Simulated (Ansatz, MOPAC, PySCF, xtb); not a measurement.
Complex: CH4 (SMILES C) (first 5 atoms) with BH3 (SMILES B); geometry from A24 set.
(charge 0, multiplicity 1):
```tsv
atom	x (Å)	y (Å)	z (Å)
C	0.0035	0.0000	1.3805
H	0.8485	0.0000	0.6896
H	0.3951	0.0000	2.3958
H	-0.6027	-0.8899	1.2248
H	-0.6027	0.8899	1.2248
B	-0.0056	0.0000	-1.5989
H	0.5846	-1.0305	-1.6795
H	0.5846	1.0305	-1.6795
H	-1.1890	0.0000	-1.4768
```

Counterpoise-corrected where a basis set is named; no monomer relaxation.

Correlated levels freeze the cores. The state that PM3 reach isn't checked.

Run with Ansatz (Gaussian basis) for Hartree–Fock, density functionals and correlated methods; MOPAC for PM3 (differences of heats of formation); PySCF for the dispersion terms; xtb for the GFN methods. Each number belongs to the level named beside it.

### Question
One of these levels gives -0.22 kcal/mol for the interaction energy. Name it.
A. PM3
B. GFN-FF
C. B2PLYP-D4/def2-TZVPPD
D. r2SCAN-D4/def2-TZVPPD

### Answer
B, GFN-FF. The others give -4.98 (PM3), -1.94 (r2SCAN-D4/def2-TZVPPD), -1.11 (B2PLYP-D4/def2-TZVPPD)

Ansatz is a quantum-chemistry and plane-wave program.
